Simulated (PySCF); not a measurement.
## Fractional electron number in Li⁻ (lithium, charge -1)

The 2s beta orbital of [He] 2s2 is emptied in steps (occupation f), with all orbitals relaxed, ending at [He] 2s1. Calculation: PySCF 2.14, in def2-TZVPPD (5s4p1d, 22 functions); the non-relativistic Hamiltonian (point nucleus). The exact energy is a straight line in f; departures are measured from the line between the end points of the same method.

```
  f  UHF (eV)  LDA (eV)  LC-wPBE (eV)  BHandHLYP (eV)
  1     0.000     0.000         0.000           0.000
0.8     0.039    -0.300         0.021          -0.155
0.6     0.055    -0.449         0.031          -0.233
0.4     0.051    -0.448         0.032          -0.234
0.2     0.032    -0.297         0.022          -0.155
  0     0.000     0.000         0.000           0.000
```

```json
{"method": "UHF", "E(f=0) − E(f=1) (eV)": "-0.377", "−ε at f=1 (eV)": "-0.117", "−ε at f=0.4 (eV)": "-0.437"}
{"method": "LDA", "E(f=0) − E(f=1) (eV)": "0.386", "−ε at f=1 (eV)": "-1.494", "−ε at f=0.4 (eV)": "0.768"}
{"method": "LC-wPBE", "E(f=0) − E(f=1) (eV)": "0.361", "−ε at f=1 (eV)": "0.493", "−ε at f=0.4 (eV)": "0.339"}
{"method": "BHandHLYP", "E(f=0) − E(f=1) (eV)": "0.234", "−ε at f=1 (eV)": "-0.729", "−ε at f=0.4 (eV)": "0.428"}
```

Orbital energy along the path (eV):

```tsv
f	UHF	LDA	LC-wPBE	BHandHLYP
1	0.117	1.494	-0.493	0.729
0.8	0.244	0.738	-0.439	0.349
0.6	0.350	-0.018	-0.389	-0.035
0.4	0.437	-0.768	-0.339	-0.428
0.2	0.507	-1.506	-0.283	-0.831
0	0.565	-2.088	0.583	-0.930
```

At f = 1 the orbital energy is positive for UHF, LDA, BHandHLYP: only the finite basis holds the electron.

Reference removal energy between the ground levels: 0.618 eV (measured; photodetachment measurements, as compiled on the Wikipedia data page of electron affinities). UHF lacks correlation.
